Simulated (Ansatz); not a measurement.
Mulliken charges of ozone from PBE/def2-TZVPP in Ansatz (PBE0-D4/def2-TZVP geometry).

```tsv
atom	x (Å)	y (Å)	z (Å)	charge (e)
O1	0.849	-0.536	0.410	-0.141
O2	-0.229	-0.318	-0.159	0.282
O3	-0.620	0.854	-0.250	-0.141
```

Task: By hand: the dipole of these point charges (1 e Å = 4.8032 D).

Result: Σ q r = (-0.097, -0.135, -0.067) e Å, of length 0.179 e Å = 0.86 D.

Task: How does the dipole of the full density compare? (An estimate is asked.)

Result: Ansatz gave: (-0.073, -0.102, -0.051) e Å, 0.65 D; the point charges give 1.32 times that, at 0° from its direction.

Point charges leave out the atoms' own dipoles, such as those of lone pairs, and Mulliken's split depends on the basis, so the two needn't agree.
